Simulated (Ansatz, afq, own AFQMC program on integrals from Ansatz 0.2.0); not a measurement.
AFQMC on a folder of integrals that Ansatz 0.2.0 wrote.

```yaml
crystal:
  periodic: [false, false, false]
  atoms:
    - {symbol: Si, position_ang: [0.000000, 0.000000, 0.000000]}
    - {symbol: H, position_ang: [0.000000, 0.000000, 3.363000]}
basis:
  gaussian: {orbitals: cc-pVTZ}
magnetization: {spin_polarized: true, initial_magnetization: 3}
correlation: {method: ccsd_t, electrons: outside_noble_gas, hamiltonian_folder: ham}
```

```sh
$ ansatz run in.yaml --threads 1 --pin off --events-out ev --progress --plain --max-ram 16896MiB --backend cuda --devices 0, --max-vram 18GiB
```

Options of the walk:

```
--method phaseless --trial hf --walkers 4000 --populations 20 --least-time 40 --time-step 0.005 --steps-per-block 20 --equilibration-blocks 160 --max-blocks 4000 --target-error 0.00135 --factor-cut 1e-05 --start spin_pure --seed 9662 --taylor-order 6
```

Times are imaginary, in 1/Eh. The walk had a cap of 52 s. With eight or more populations the least sampling time is a fifth of least-time, and the error comes from their spread.

afq prints:

```
orbitals 43  electrons 4 1  factors 254 of 272
reference energy -289.35647597 Eh
CCSD correlation -0.07471329 Eh in 12 cycles, weight of the determinant in the CISD state 0.9324
energy of the start -289.356610 Eh
 block  time / (1/Eh)  mean weight  energy / Eh
     1     0.100  1.0002  -289.366222
     2     0.200  1.0002  -289.374331
     3     0.300  1.0003  -289.381239
     4     0.400  1.0003  -289.386893
     5     0.500  1.0002  -289.391547
     8     0.800  1.0002  -289.403259
    13     1.300  1.0000  -289.415348
    25     2.500  1.0001  -289.426245
    31     3.100  1.0000  -289.427983
    49     4.900  0.9998  -289.430037
    67     6.700  1.0000  -289.432384
    85     8.500  1.0000  -289.432263
   103    10.300  1.0000  -289.433973
   109    10.900  1.0000  -289.434327
   121    12.100  1.0001  -289.431105
   139    13.900  1.0002  -289.431186
   157    15.700  1.0001  -289.432888
   175    17.500  1.0002  -289.432784
   193    19.300  1.0001  -289.432907
   211    21.100  1.0000  -289.431577
   229    22.900  1.0000  -289.429638
   235    23.500  0.9999  -289.428119
error from the spread of 20 populations
energy -289.430952 +/- 0.000548 Eh
(rows thinned)
```

The run passed its tests (sampling time, drift between the halves within three errors, error under three times the target), which doesn't prove that it has relaxed. The second half of the sampling lies above the first by 2.3 errors of their difference, so the energy may still be moving and its error bar be too small.

Against this walk (error 14.9 meV) on the same determinant: CCSD(T) 74.0 meV lower, CCSDT(Q) 96.0 meV lower, CCSDTQ 96.4 meV lower, full CI 96.5 meV lower, a separate phaseless walk with a CISD trial and standard settings 86.2 ± 15.2 meV lower. The error is statistical and leaves out the bias of the constraint. Full CI is exact here, so the walk's 96 meV above it is the walk's own error: the bias of the constraint with this trial, or a walk that hasn't relaxed.

Cautions: constraint bias not in the error; lower spins were not checked.

The walk took 47 s on 1 × NVIDIA H100 80GB HBM3 with 2 threads of AMD EPYC 7R13 Processor (Zen 3), on a shared host (the card was shared). The log's last line is the phaseless energy.

CCSDT and higher add their correlation energy to the determinant of the CCSD(T) run, since their own runs factorise the integrals more tightly (a shift of under 2 meV). A walk keeps the symmetry of its determinant, which the program's search chose and which needn't be the lowest solution, so a lower state of the same spin and another symmetry isn't excluded.
